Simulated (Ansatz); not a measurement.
Turn this script for the Python package of Ansatz (0.2.0) into the input file that the command-line program reads.

`run_energy.py`
```python
"""Single point of C5H9N."""

from pathlib import Path
import json

import ansatz as az
from ase import Atoms
import numpy as np
import pandas as pd

atoms = Atoms(["C", "C", "C", "C", "N", "C", "H", "H", "H", "H", "H", "H", "H", "H", "H"], positions=[
    (2.0314, -0.3386, -0.0334),
    (0.564, -0.1203, -0.0746),
    (-0.3501, -0.8126, -0.7571),
    (-1.7021, -0.2404, -0.5414),
    (-1.5351, 0.8054, 0.4848),
    (-0.083, 0.9908, 0.6749),
    (2.3585, -0.5399, 0.9913),
    (2.5597, 0.5474, -0.399),
    (2.3286, -1.1892, -0.6554),
    (-0.1508, -1.657, -1.4002),
    (-2.0885, 0.1987, -1.4665),
    (-2.404, -1.0059, -0.1958),
    (-1.9169, 0.4453, 1.3578),
    (0.1654, 0.9536, 1.7406),
    (0.2228, 1.9627, 0.2741),
])
system = az.Crystal.molecule_from_ase(atoms)

calculation = system.calculation()
calculation = calculation.basis(gaussian="6-31G*").functional("pbe0")
calculation = calculation.forces()
calculation = calculation.orbitals()
done = calculation.run(runs_dir="runs")
summary = done.report

print("reference energy %16.6f eV" % summary["reference_energy_ev"])
print("total energy     %16.6f eV" % summary["free_energy_ev"])
print("occupied orbitals outside the frozen core (up, down):", summary["n_occupied"], " frozen:", summary["n_frozen"], " virtual:", summary["n_virtual"])

symbols = [site.symbol for site in system.cartesian_sites]
print("forces (eV/A)")
for symbol, f in zip(symbols, summary["forces_ev_ang"]):
    print(f"  {symbol:2s} {f[0]:9.4f} {f[1]:9.4f} {f[2]:9.4f}")

charges = summary["charge_distribution"]
table = pd.DataFrame({"atom": symbols, "mulliken": charges["mulliken_charges_e"], "lowdin": charges["lowdin_charges_e"]})
print(table.round(3).to_string())
print("dipole (e A):", np.round(charges["dipole_moment_e_ang"], 4) + 0.0)

lines = Path(summary["orbitals_path"]).read_text().splitlines()
field_of = lambda key: [line.split("=")[1].strip() for line in lines if line.startswith(key)]
orbitals = [(27.211386 * float(e), s, float(n)) for e, s, n in zip(field_of("Ene="), field_of("Spin="), field_of("Occup="))]
homo = max(e for e, _, n in orbitals if n > 0.5)
lumo = min(e for e, _, n in orbitals if n < 0.5)
for e, spin, n in sorted(orbitals):
    if homo - 6 < e < lumo + 5:
        print(f"{spin:6s} {e:10.3f} eV  occupation {n:.0f}")
with open("c5h9n.json", "w") as handle:
    json.dump({k: summary[k] for k in ("free_energy_ev", "reference_energy_ev", "n_occupied", "n_virtual")}, handle, indent=1)
```

```console
$ python run_energy.py
reference energy     -6812.817549 eV
total energy         -6812.817549 eV
occupied orbitals outside the frozen core (up, down): [23, 23]  frozen: 0  virtual: [85, 85]
forces (eV/A)
  C     0.0103   -0.1815   -0.1648
  C     0.2325   -0.5344   -0.3633
  C     0.4562    0.1725    0.2391
  C    -0.2727    0.1055    0.2074
  N    -0.0027   -0.1774    0.2707
  C    -0.6497    0.0267    0.0937
  H     0.1640    0.0750    0.0912
  H     0.1611    0.0806    0.0784
  H     0.0111    0.0219    0.0097
  H     0.0525   -0.1547   -0.1668
  H    -0.2502   -0.0220   -0.1798
  H    -0.2969    0.0057   -0.1231
  H     0.0425    0.1184   -0.1953
  H     0.1425    0.2367    0.1220
  H     0.1996    0.2270    0.0808
   atom  mulliken  lowdin
0     C    -0.585  -0.316
1     C     0.123  -0.137
2     C    -0.202  -0.182
3     C    -0.221  -0.188
4     N    -0.592  -0.259
5     C    -0.234  -0.174
6     H     0.181   0.135
7     H     0.185   0.137
8     H     0.184   0.134
9     H     0.158   0.137
10    H     0.179   0.120
11    H     0.163   0.120
12    H     0.321   0.226
13    H     0.162   0.122
14    H     0.178   0.123
dipole (e A): [ 0.1772 -0.2518  0.1178]
Alpha     -11.818 eV  occupation 2
Alpha     -11.578 eV  occupation 2
Alpha     -11.194 eV  occupation 2
Alpha     -10.525 eV  occupation 2
Alpha     -10.496 eV  occupation 2
Alpha      -9.774 eV  occupation 2
Alpha      -9.579 eV  occupation 2
Alpha      -6.682 eV  occupation 2
Alpha      -6.038 eV  occupation 2
Alpha       1.101 eV  occupation 0
Alpha       2.602 eV  occupation 0
Alpha       3.329 eV  occupation 0
Alpha       4.078 eV  occupation 0
Alpha       4.543 eV  occupation 0
Alpha       4.615 eV  occupation 0
Alpha       5.112 eV  occupation 0
Alpha       5.196 eV  occupation 0
Alpha       5.249 eV  occupation 0
Alpha       5.699 eV  occupation 0
```

`input.yaml`:
```yaml
crystal:
  periodic: [false, false, false]
  atoms:
    - { symbol: C, position_ang: [2.0314, -0.3386, -0.0334] }
    - { symbol: C, position_ang: [0.564, -0.1203, -0.0746] }
    - { symbol: C, position_ang: [-0.3501, -0.8126, -0.7571] }
    - { symbol: C, position_ang: [-1.7021, -0.2404, -0.5414] }
    - { symbol: "N", position_ang: [-1.5351, 0.8054, 0.4848] }
    - { symbol: C, position_ang: [-0.083, 0.9908, 0.6749] }
    - { symbol: H, position_ang: [2.3585, -0.5399, 0.9913] }
    - { symbol: H, position_ang: [2.5597, 0.5474, -0.399] }
    - { symbol: H, position_ang: [2.3286, -1.1892, -0.6554] }
    - { symbol: H, position_ang: [-0.1508, -1.657, -1.4002] }
    - { symbol: H, position_ang: [-2.0885, 0.1987, -1.4665] }
    - { symbol: H, position_ang: [-2.404, -1.0059, -0.1958] }
    - { symbol: H, position_ang: [-1.9169, 0.4453, 1.3578] }
    - { symbol: H, position_ang: [0.1654, 0.9536, 1.7406] }
    - { symbol: H, position_ang: [0.2228, 1.9627, 0.2741] }
basis:
  gaussian:
    orbitals: "6-31G*"
hamiltonian:
  xc: pbe0
output:
  orbitals: {}
  forces: true
```

Notes:
- Total energies depend on the basis set; only differences at equal settings carry meaning.
- The geometry is a force-field or estimated start, not a minimum of this method, and the basis set is short of its limit.
- The Löwdin charges here are taken after orthogonalising the functions within each atom; they differ from plain Löwdin charges, and their signs can be unphysical.
- Alpha marks a spatial orbital of a restricted run, filled by both spins.
- Levels such as HOMO and LUMO are orbital energies: with these approximate functionals they aren't the ionisation energy and electron affinity, and their gap isn't the fundamental gap.
- Hardware and time: 9.5 s on 1 thread of Intel(R) Xeon(R) Platinum 8259CL CPU @ 2.50GHz (Skylake/Cascade Lake), with other jobs on the host, peak memory 0.34 GiB.

(A comment or docstring line of the script was reworded after the run, the code is as it ran; lines on the test bed's own set-up are left out of the output.)
